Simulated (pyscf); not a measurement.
Elementary routes open to H₃C–CH₃ + SiH₃• in the gas phase (doublet surface):
A. •H₂C–CH₃ + SiH₄ (C–H broken; H–Si formed)
B. H₃C–CH₂–SiH₃ + H• (C–H broken; C–Si formed)

Structures and frequencies: ωB97X-D3(BJ)/def2-SVP in PySCF.

### Question
Rank the routes by free-energy barrier at 298 K, lowest first, for ωB97M-D3(BJ)/def2-TZVP energies (ideal gas, 1 atm, RRHO with modes under 100 cm⁻¹ raised to 100, one conformer, R ln 2 for chiral ones without a mode under 150 cm⁻¹).

### Answer
A (1.05 eV), B (2.37 eV)

Route A is the fastest of these, ahead of the next by 1.32 eV. The most stable products are those of A (ΔG = +0.31 eV), so kinetics and thermodynamics agree. At 1200 K A is still the fastest. Only these routes are compared; each barrier is that of the saddle found, and lower ones may exist.
